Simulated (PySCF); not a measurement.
Bonds broken one at a time in the series formyl-X. All species are isolated molecules in the gas phase. One relaxed conformer stands for each flexible species; it need not be the lowest. Strings in code marks are SMILES.

The numbers are results of TPSSh-D3(BJ)/def2-TZVP // PBE0-D3(BJ)/def2-TZVP (PySCF), not measurements. All candidates: neutral, multiplicity 2. 

The dipole moment is 0.69 D and the highest occupied spin orbital is -6.23 eV.

Name which member has these values.
(A) `[CH3]`
(B) `C[S]`
(C) `[CH]=C`
(D) `[NH2]`

C, `[CH]=C`. The others give `C[S]`: 1.75 D, -5.95 eV; `[CH3]`: 0.00 D, -6.06 eV; `[NH2]`: 1.92 D, -7.84 eV
